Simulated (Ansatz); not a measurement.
# 2H-SiC: Voigt–Reuss–Hill shear modulus by level of theory

No measured value is used here.

```json
[
 {"level (code)": "PBE (Ansatz)", "value (GPa)": "184", "cell (Å³/atom)": "10.50"},
 {"level (code)": "r²SCAN (Ansatz)", "value (GPa)": "201", "cell (Å³/atom)": "10.34"},
 {"level (code)": "HSE06 (Ansatz)", "value (GPa)": "200", "cell (Å³/atom)": "10.28"}
]
```

Each level is taken at its own relaxed cell. Cutoffs and k meshes differ between the levels. Ansatz's density-functional and Hartree–Fock values are scalar-relativistic unless marked +SOC, with PAW data made under PBE.

Ansatz is an electronic-structure program.
